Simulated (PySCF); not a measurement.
## Ionisation of 1-chloropropane

System: 1-chloropropane, `CCCCl` (C3H7Cl). Non-hydrogen atoms are numbered in `[CH3:1][CH2:2][CH2:3][Cl:4]`.

Computed at ωB97X-D3(BJ)/ma-def2-TZVP // PBE0-D3(BJ)/def2-SVP with PySCF (density fitting, grid level 2). The prefix ma- adds one diffuse s and one diffuse p function on all atoms but H. ωB97X-D3(BJ) is ωB97X-V with D3(BJ) in place of VV10. Zero-point and thermal terms (298.15 K, 1 bar) come from unscaled PBE0-D3(BJ)/def2-SVP harmonic frequencies, with soft modes damped to free rotors in the entropy.

Frontier levels of the parent: HOMO -10.86 eV, LUMO 1.20 eV.

Oxidation to the radical cation:
* Vertical ionisation energy (electronic): 11.01 eV
* Adiabatic ionisation energy (with zero-point energy): 10.77 eV
* Adiabatic, electronic part: 10.98 eV
* Vertical gap at the product's structure: 10.51 eV
* Inner reorganisation energy (four-point): 501 meV
* Relaxation of product / of parent: 32 / 469 meV
* ⟨S²⟩ of the product: 0.754
* Largest spin populations: Cl4 0.56, H (on C3) 0.11
* Largest changes of atomic charge: Cl4 0.54, H (on C3) 0.12, H (on C3) 0.10
* Distances that move most (Å): C3–Cl4 1.794 → 1.729; C3–H 1.100 → 1.129; C1–C2 1.519 → 1.493; C2–H 1.103 → 1.124
* Potential in dichloromethane: 8.47 V absolute, 3.77 V against Fc+/Fc computed at 4.70 V (solvation -10 → -228 kJ/mol)

Solvents are IEF-PCM continua (electrostatics only, gas-phase structures); absolute potentials refer to an electron at rest in vacuum. Fc+/Fc in dichloromethane, 4.70 V, is ωB97X-D3(BJ)/ma-def2-TZVP on PBE0-D3(BJ)/def2-SVP structures with GFN2-xTB thermal terms. Benchmark calculations put it near 5.0 V in acetonitrile and DMSO, so it is about 0.3 V low, and the value against it can read up to that much too high.

Measured values (NIST Chemistry WebBook, evaluated or the median of agreeing entries): vertical ionisation energy 10.88 eV (computed 11.01, difference 0.13); adiabatic ionisation energy 10.80 eV (computed 10.77, difference -0.03).

Caveats: spin-orbit coupling is left out of the energies, which matters for open shells on the heavier atoms; the split of the reorganisation energy is sensitive to the structures, which come from another level (PBE0-D3(BJ)/def2-SVP).
